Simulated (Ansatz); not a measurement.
`FC(F)(F)Cl`. Charge 0, multiplicity 1.

Cartesian coordinates in Å:
```
F 0.730 0.058 1.134
C 0.033 -0.067 0.019
F -0.896 -0.990 0.201
F 0.843 -0.467 -0.945
Cl -0.709 1.465 -0.409
```

Problem. What are the harmonic wavenumbers in cm⁻¹ at PBE0-D4/def2-TZVP (Ansatz, finite differences of forces, unscaled)? (Best estimate.)

Solution. Ansatz gave: 348, 348, 475, 565, 565, 795, 1112, 1240, 1240.

Problem. Is this a minimum?

Solution. Yes, all 9 modes are real.

Problem. Give the ideal-gas thermochemistry at 298.15 K and 1 bar (rigid rotor, harmonic oscillator; point group C3v, symmetry number 3).

Solution. Zero-point energy 40.0 kJ/mol; H(298) − E = 53.8 kJ/mol; entropy 285.2 J/(mol·K), of which translation 166.8, rotation 99.8, vibration 18.6; G(298) − E = -31.3 kJ/mol.

Problem. And at 400, 500, 600, 800 and 1000 K?

Solution. 
```json
{"T (K)": "400", "H − E (kJ/mol)": "61.1", "S (J/mol/K)": "306.3", "G − E (kJ/mol)": "-61.4"}
{"T (K)": "500", "H − E (kJ/mol)": "69.2", "S (J/mol/K)": "324.4", "G − E (kJ/mol)": "-93.0"}
{"T (K)": "600", "H − E (kJ/mol)": "78.0", "S (J/mol/K)": "340.3", "G − E (kJ/mol)": "-126.2"}
{"T (K)": "800", "H − E (kJ/mol)": "96.7", "S (J/mol/K)": "367.2", "G − E (kJ/mol)": "-197.1"}
{"T (K)": "1000", "H − E (kJ/mol)": "116.4", "S (J/mol/K)": "389.3", "G − E (kJ/mol)": "-272.8"}
```

Problem. Rotational constants (cm⁻¹)?

Solution. 0.1923, 0.1106, 0.1106.
